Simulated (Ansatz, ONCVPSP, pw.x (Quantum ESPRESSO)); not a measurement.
## magnesium (bcc): variants of one ONCV potential in the solid

Mg (Z = 12), optimised norm-conserving Vanderbilt (ONCV), made with ONCVPSP 4.0.1.1 (patched build) (PBEsol, scalar-relativistic). Core [Ne], reference 3s1 (charge +1). Waves: 3s: rc 1.80 bohr, ncon 4, nbas 8, qcut 3 1/bohr, 2 projectors, debl 3.4 Ha; p scattering state at 0.04 Ha: rc 1.75 bohr, ncon 4, nbas 7, qcut 5.5 1/bohr, 1 projector; d scattering state at 0.3 Ha: rc 1.75 bohr, ncon 4, nbas 8, qcut 6.2 1/bohr, 2 projectors, debl 2.9 Ha. Local part: polynomial inside 1.45 bohr (lpopt 2, dvloc0 0 Ha). Core correction: Teter function, fcfact 4.25, rcfact 1.35.

Crystal test: bcc Mg in pw.x 7.5, no spin, 13³ k-points, Fermi–Dirac smearing 0.01 Ry, cutoffs set for each file from its atomic test. The reference is all-electron LAPW (Ansatz 0.2.0) with the same functional, mesh and smearing; V0 and B0 come from Birch–Murnaghan fits to the pressures at five volumes. Errors are pseudo minus all-electron; Δ is the rms difference of the E(V) curves that follow from these fits, minima aligned, over ±6 % about the mean V0. Mesh and smearing are coarse, so the numbers serve the comparison and aren't converged zero-temperature values; the lattice is a test structure that the element need not adopt.

All-electron: a0 = 3.559 Å (V0 = 22.55 Å³/atom), B0 = 36.1 GPa.

Base: This is a poor potential for the solid.

2 further variants are left out: they gave no file fit for a test, a broken result, the same result as the base, or pressures whose basis-set error rivals the error shown.

```tsv
change	cutoffs (Ry)	pw.x	a0 (Å)	a0 error (%)	B0 error (%)	Δ (meV/atom)	mean pressure error (GPa)
base	50/200	converged	3.532	-0.76	+7.7	4.1	-0.85
local potential polynomial inside 1.45 bohr (lpopt 2, dvloc0 -1.5 Ha)	50/200	converged	3.528	-0.87	+8.3	4.7	-0.97
local potential polynomial inside 1.45 bohr (lpopt 2, dvloc0 1 Ha)	50/200	converged	3.535	-0.69	+7.4	3.8	-0.77
local potential polynomial inside 1.45 bohr (lpopt 2, dvloc0 4 Ha)	50/200	converged	3.544	-0.42	+6.0	2.3	-0.47
```
